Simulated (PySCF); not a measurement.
# Working out the electron affinity of F

F⁻ [Ne] (1S) → F [He] 2s2 2p5 (2P). Calculation: PySCF 2.14, in aug-cc-pVDZ-DK; the spin-free X2C one-electron Hamiltonian (Gaussian nucleus). Frozen: 1s2. Energies in hartree (1 hartree = 27.21139 eV):

| part | F⁻ (lower) | F (upper) |
| --- | --- | --- |
| UHF | -99.514355 | -99.467621 |
| CCSD correlation | -0.234607 | -0.166766 |
| (T) | -0.005957 | -0.002324 |

Q: What does Hartree-Fock give?

A: (-99.467621) − (-99.514355) = 0.046734 hartree = 1.272 eV.

Q: What do CCSD and CCSD(T) give?

A: The CCSD correlation energies differ by 0.067841 hartree = 1.846 eV and the triples by 0.003633 hartree = 0.099 eV, so CCSD gives 3.118 eV and CCSD(T) 3.217 eV.

A first-order spin-orbit estimate adds -0.016 eV to CCSD(T) (valence), giving 3.201 eV against 3.401 eV (measured; photodetachment measurements, as compiled on the Wikipedia data page of electron affinities).

A double-zeta basis recovers only part of the correlation energy.

What remains against the reference includes basis incompleteness, the frozen core and higher excitations.
